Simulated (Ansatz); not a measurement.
Basis-set extrapolation for P4 (`P12P3P1P23`) (PBE0-D4/def2-TZVP geometry, frozen core, Ansatz 0.2.0). Multiplicity 1, RHF reference.

|  | def2-TZVPP | def2-QZVPP |
| --- | --- | --- |
| HF | -1363.030078 | -1363.067502 |
| MP2 correlation | -0.586051 | -0.635313 |
| CCSD(T) correlation | -0.645425 | not run |

Energies in hartree. Use E(X) = E(∞) + A·exp(−7.88·√X) for Hartree–Fock and E(X) = E(∞) + B·X^(−2.97) for correlation, with X = 3 and 4, and add CCSD(T) minus MP2 of the smaller set to the MP2 limit.

What is the CCSD(T) energy at the basis-set limit?

HF limit: -1363.067502 + (-0.037424) × 0.13774 = -1363.07266. MP2 limit: -0.635313 + (-0.049262) × 0.74074 = -0.67180. Higher-order term: -0.645425 − (-0.586051) = -0.05937. Total: -1363.80383 hartree, 3.49 eV below CCSD(T)/def2-TZVPP.
